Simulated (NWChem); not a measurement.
Molecule: ethane (C2H6); SMILES CC

Computed with NWChem. The level has its own optimisation; frequencies are unscaled.

### Question
Estimate the computed values for CAM-B3LYP/def2-SVP. Quantities: r C–C (Å); r C–H (Å); highest harmonic frequency (cm⁻¹); lowest (cm⁻¹); zero-point energy (kcal/mol).

### Answer
```yaml
r C–C (Å): 1.523
r C–H (Å): 1.101
highest harmonic frequency (cm⁻¹): 3143
lowest (cm⁻¹): 338
zero-point energy (kcal/mol): 47.0
```
